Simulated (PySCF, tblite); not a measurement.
(E)-acetaldoxime, C2H5NO.
SMILES with atom numbers: `[CH3:1]/[CH:2]=[N:3]/[OH:4]` (hydrogens: H5, H6, H7 on C1; H8 on C2; H9 on O4)

Computed geometry: GFN2-xTB, gas phase.

Task: Give the optimised bond lengths and angles.

Result: 
```tsv
bond	length (pm)	order
C1–C2	148.4	single
C2=N3	126.0	double
N3–O4	139.5	single
C1–H5, C1–H6, C1–H7	108.8	single
C2–H8	109.1	single
O4–H9	96.7	single
```

Bonds in one row agree within 1 pm and their mean is given. Orders are formal, as drawn. A selection of angles:
```tsv
angle	degrees
C2–C1–H5	109.8
H5–C1–H6	109.6
H5–C1–H7	107.8
C1–C2–N3	119.9
C1–C2–H8	117.8
N3–C2–H8	122.3
C2–N3–O4	115.7
N3–O4–H9	104.3
```

Torsions: C1–C2–N3–O4 180° (antiperiplanar); H9–O4–N3–C2 180° (antiperiplanar).

The 4 heavy atoms lie in one plane (0.000 Å rms).

Point group: Cs (tolerance 0.08 Å). Its GFN2-xTB frequencies are all real (lowest 172 cm⁻¹). The numbers are those of one conformer (C2–N3–O4–H 180°).
